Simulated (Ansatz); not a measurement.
# C₂H₅N, SMILES CC[N]: harmonic frequencies at the relaxed geometry

Program: the Ansatz DFT code, driven from Python.

`freq.py`:
```python
"""Harmonic frequencies of C2H5N at its relaxed geometry."""

import itertools

import ansatz as az
from ase.data import atomic_numbers, covalent_radii
import numpy as np

GEOMETRY = """
C     0.76750    0.09910    0.04150
C    -0.73170   -0.15620    0.00280
N    -1.38830    0.86750   -0.79180
H     1.26430   -0.68590    0.64980
H     1.18590    0.07430   -0.98730
H     0.97450    1.09080    0.49710
H    -1.14150   -0.13750    1.03460
H    -0.93050   -1.15190   -0.44670
"""

system = az.Crystal.molecule()
for line in GEOMETRY.strip().splitlines():
    symbol, *xyz = line.split()
    system = system.atom(symbol, [float(v) for v in xyz])

base = (
    system.calculation()
    .basis(gaussian="def2-SVP")
    .functional("B3LYP")
    .spin("collinear", total=2)
)
symbols = [site.symbol for site in system.cartesian_sites]
start = np.array([site.position_ang for site in system.cartesian_sites], dtype=float)
r = base.relax(force_tolerance=0.003, max_steps=100).run(threads=1, pin="off").report
end = np.array(r["positions_ang"])

# pairs closer than 1.2 times the sum of covalent radii, before or after
radius = [covalent_radii[atomic_numbers[s]] for s in symbols]
span = lambda where, i, j: np.linalg.norm(where[i] - where[j])
bonded = [(i, j) for i, j in itertools.combinations(range(len(symbols)), 2) if min(span(start, i, j), span(end, i, j)) < 1.2 * (radius[i] + radius[j])]
print("pair        before    after (A)")
for i, j in bonded:
    print(f"{symbols[i]}{i}-{symbols[j]}{j}".ljust(10), f"{span(start, i, j):8.4f} {span(end, i, j):8.4f}")

# frequencies need a stationary point, so they are taken at the relaxed geometry
minimum = az.Crystal.molecule()
for symbol, place in zip(symbols, end):
    minimum = minimum.atom(symbol, place.tolist())
vibrating = (
    minimum.calculation()
    .basis(gaussian="def2-SVP")
    .functional("B3LYP")
    .spin("collinear", total=2)
    .phonons(temperatures=(100, 500, 100))
)
vib = vibrating.run(threads=1, pin="off").report["vibrations"]
sums = vib["harmonic_sums"]
modes = [m["omega_inv_cm"] for m in sums["modes_at_gamma"] if m["rigid_motion"] == "no"]
print("frequencies (1/cm):", " ".join(f"{w:.0f}" for w in modes))
print("imaginary modes:", sum(w < 0 for w in modes), " zero-point energy:", round(sums["zero_point_energy_ev"], 4), "eV")
print("T (K)   F_vib (eV)   S_vib (meV/K)   C_vib (meV/K)")
for row in zip(sums["temperatures_k"], sums["vibrational_free_energy_ev"], vib["entropy_ev_per_k"], vib["heat_capacity_ev_per_k"]):
    print(f"{row[0]:6.1f} {row[1]:11.4f} {1000 * row[2]:13.4f} {1000 * row[3]:15.4f}")
```

```console
$ python freq.py
pair        before    after (A)
C0-C1        1.5213   1.5414
C0-H3        1.1104   1.1010
C0-H4        1.1109   1.1005
C0-H5        1.1108   1.1005
C1-N2        1.4527   1.4127
C1-H6        1.1104   1.1135
C1-H7        1.1104   1.1135
frequencies (1/cm): 234 387 762 905 1020 1022 1086 1225 1296 1383 1402 1461 1474 2921 2956 3040 3129 3134
imaginary modes: 0  zero-point energy: 1.7878 eV
T (K)   F_vib (eV)   S_vib (meV/K)   C_vib (meV/K)
 100.0      1.7874        0.0157          0.0468
 200.0      1.7830        0.0771          0.1428
 300.0      1.7714        0.1582          0.2726
 400.0      1.7507        0.2573          0.4242
 500.0      1.7196        0.3675          0.5657
```

These settings explore the input space; basis and method may be short of convergence. The frequencies are harmonic and unscaled, in a modest basis. The result belongs to the one conformer reached from this start, and soft torsions count as harmonic oscillators. The species is open-shell (spin multiplicity 3). b3lyp holds the VWN-RPA fit, as in Gaussian; the form of ORCA and Turbomole is b3lyp5. Finished in 60 s on 1 thread of Intel(R) Xeon(R) Platinum 8375C CPU @ 2.90GHz (Ice Lake), with other jobs on the host, peak memory 0.24 GiB.

(Lines on the test bed's own set-up are left out of the output.)
